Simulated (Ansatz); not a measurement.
Reaction (hydrogenolysis of a C–F bond): `CC(F)OCF` + H₂ → `CCOCF` + H–F

Isolated molecules relaxed with PBE0-D4/def2-TZVP in Ansatz; ΔE leaves out vibrations. CCSD(T)/CBS adds triple-zeta CCSD(T) − MP2 to the extrapolated MP2 energy (def2 sets, frozen cores). This one scheme is used for every species. Functionals use def2-TZVPP. B3LYP here is the variant with VWN-RPA as its local correlation; programs differ in this. HSE06 is defined as in plane-wave codes. One conformer a species, not always the lowest.

```tsv
level	ΔE (kJ/mol)	difference from CCSD(T)/CBS
LDA (SPW92)	-43.9	17.0
PBE-D4	-49.9	11.0
revPBE-D4	-49.9	11.0
BLYP-D4	-46.6	14.3
r2SCAN-D4	-44.1	16.8
PBE0-D4	-55.3	5.6
B3LYP-D4	-51.0	9.9
r2SCANh-D4	-46.9	14.0
r2SCAN0-D4	-50.7	10.2
HSE06-D4	-55.5	5.4
BHLYP-D4	-53.5	7.4
CAM-B3LYP-D4	-48.3	12.6
ωB97X-V	-46.8	14.1
ωB97M-V	-49.0	11.9
B2PLYP	-55.1	5.8
PBE-QIDH	-59.5	1.4
PBE	-51.4	9.5
revPBE	-54.4	6.5
BLYP	-49.7	11.2
r2SCAN	-44.5	16.4
B3LYP	-53.3	7.6
r2SCANh	-47.3	13.6
r2SCAN0	-51.2	9.7
HSE06	-56.7	4.2
BHLYP	-55.1	5.8
CAM-B3LYP	-49.5	11.4
HF/def2-SVP	-45.6	15.3
MP2/def2-SVP	-45.0	15.9
CCSD/def2-SVP	-44.6	16.3
CCSD(T)/def2-SVP	-41.4	19.5
MP2/def2-TZVPP	-62.2	-1.3
SCS-MP2/def2-TZVPP	-59.5	1.4
CCSD/def2-TZVPP	-60.0	0.9
CCSD(T)/def2-TZVPP	-57.1	3.8
HF/def2-QZVPP	-56.7	4.2
MP2/def2-QZVPP	-64.7	-3.8
SCS-MP2/def2-QZVPP	-62.1	-1.2
HF/CBS(def2)	-56.8	4.1
MP2/CBS(def2)	-66.1	-5.2
CCSD/CBS(def2)	-63.8	-2.9
CCSD(T)/CBS	-60.9	0
```

Largest T1 diagnostic among the species: 0.011.

From r2SCAN to r2SCAN0 (25 % exact exchange), in def2-TZVPP and without D4, ΔE moves by −6.7 kJ/mol. Leaving LDA and LC-ωPBE aside and taking each functional with its dispersion term where it has one, the values spread over 15.4 kJ/mol, from PBE-QIDH to r2SCAN-D4. LDA lies +7.5 kJ/mol from PBE without D4.
